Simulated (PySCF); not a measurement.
ethylamine (C₂H₇N), SMILES CCN.

Geometry optimised at B3LYP-D3(BJ)/def2-TZVP. The values are those of a single conformer.

All values below come from PBE/def2-TZVPD (PySCF).

- total energy = -135.03964 hartree
- highest occupied level = -5.38 eV
- lowest empty level = -0.26 eV
- orbital gap = 5.12 eV
- dipole moment = 0.253 e·Å
- quadrupole, principal values (traceless, Buckingham form, about the centre of nuclear charge) = -4.47, 1.57, 2.90 D·Å
- mean static polarisability = 39.8 bohr³ (5.89 Å³)
- polarisability, principal values = 36.3, 39.2, 43.9 bohr³
